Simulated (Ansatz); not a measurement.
CsCl-type TlBr was calculated with LDA in Ansatz (PAW).

Run with plane-wave cutoff 520 eV, 8×8×8 k mesh, Fermi–Dirac smearing 0.01 eV, scalar-relativistic PAW data made under PBE.

Cell (relaxed at this level):

```cif
data_BrTl
_chemical_formula_sum 'Tl1 Br1'
_space_group_name_H-M_alt 'Pm-3m'
_space_group_IT_number 221
_space_group_name_Hall '-P 4 2 3'
_cell_length_a 3.83950
_cell_length_b 3.83950
_cell_length_c 3.83950
_cell_angle_alpha 90.000
_cell_angle_beta 90.000
_cell_angle_gamma 90.000
loop_
_atom_site_label
_atom_site_type_symbol
_atom_site_symmetry_multiplicity
_atom_site_Wyckoff_symbol
_atom_site_fract_x
_atom_site_fract_y
_atom_site_fract_z
_atom_site_occupancy
Tl1 Tl 1 a 0.00000 0.00000 0.00000 1
Br1 Br 1 b 0.50000 0.50000 0.50000 1
```

Question: Predict the bulk modulus B0, band gap, Γ–Γ gap and pressure derivative B′ of the bulk modulus.

Answer: 
* **bulk modulus B0**: 33.6 GPa
* **band gap**: 1.36 eV
* **Γ–Γ gap**: 8.36 eV
* **pressure derivative B′ of the bulk modulus**: 5.1

Measured, for comparison: band gap 2.68 eV (temperature not stated, not corrected to a static lattice, detector crystals, literature values; as tabulated in Piasecki et al. (2022), doi:10.1039/d1ma01259b).

Spin–orbit coupling is not included; with these elements it can move the gap by several tenths of an eV or more.

Computed values are for the static lattice.

Cost on a shared machine: about 23 core-seconds (a rough figure).

Ansatz is a first-principles code.
